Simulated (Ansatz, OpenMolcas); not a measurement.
**Worked example: vertical ionisation energy of CH3Al (SMILES C[Al])**

The species is CH3Al (5 atoms), meant as a singlet with charge 0. As SMILES, `C[Al]`. The shape is that of a PBE0-D4/def2-TZVP optimisation.

Both states at this one shape; open shells run unrestricted unless said. 1 Eh = 27.2114 eV.

| level | program | singlet CH3Al (Eh) | doublet CH3Al+ (Eh) |
| --- | --- | --- | --- |
| HF/cc-pVTZ | Ansatz | -281.525353 | -281.275988 |
| M06-2X/cc-pVTZ | OpenMolcas | -282.289199 | -282.005814 |
| RPA@PBE/cc-pVTZ, 6 core orbitals frozen | Ansatz | -281.951884 | -281.654460 |

Problem. Work out the vertical ionisation energy at each level.

Solution. 
1. HF/cc-pVTZ: -281.275988 − (-281.525353) = 0.249365 Eh = 6.79 eV.
2. M06-2X/cc-pVTZ: -282.005814 − (-282.289199) = 0.283385 Eh = 7.71 eV.
3. RPA@PBE/cc-pVTZ: -281.654460 − (-281.951884) = 0.297424 Eh = 8.09 eV.

No measured value is set beside it here; the levels span 6.79 to 8.09 eV. Hartree–Fock favours the state with fewer electron pairs, since it lacks pair correlation.
